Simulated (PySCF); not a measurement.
# C3H3NO (Oxazole): the cost of one run

Programs: PySCF 2.14.0, with density-fitted response routines of our own. Each step states its level of theory. These are calculated values for one molecule, in the gas phase or a continuum, unless marked as measured. Atoms count from 0, in the outputs and in this text.

### 1 Starting geometry

8 atoms, charge 0, multiplicity 1; geometry from: GFN2-xTB. The atoms were then displaced at random by about 0.01 Å, so the start is not that level's minimum.

Bonds of the start (Å): C0–C1 1.38, C1–O2 1.34, O2–C3 1.36, C3–N4 1.32, N4–C0 1.34, C0–H5 1.07, C1–H6 1.06, C3–H7 1.05.

### 2 Geometry optimisation at PBE0-D3(BJ)/def2-SVP

Job settings and geometry (Å):

```
{"job": {"xc": "PBE0", "basis": "def2-SVP", "d3": "d3bj", "grid": 1, "shake": 0.01, "kind": "geom"}, "charge": 0, "multiplicity": 1}
C     -0.812770    -0.556780     0.248830
C     -0.670560     0.739980    -0.194710
O      0.636680     0.946550    -0.382150
C      1.261070    -0.209660    -0.041370
N      0.390970    -1.129660     0.325270
H     -1.732240    -1.055050     0.494160
H     -1.326370     1.549250    -0.401250
H      2.308350    -0.303770    -0.101240
```

Command:

```
$ OMP_NUM_THREADS=1 python probes_run.py task.json out
```

This one command runs all jobs of the session in turn.

**Question.** How long does this first job take on 1 thread of AMD EPYC, shared host, and how much memory does it need?

About 44 s, with a peak of 0.37 GiB.
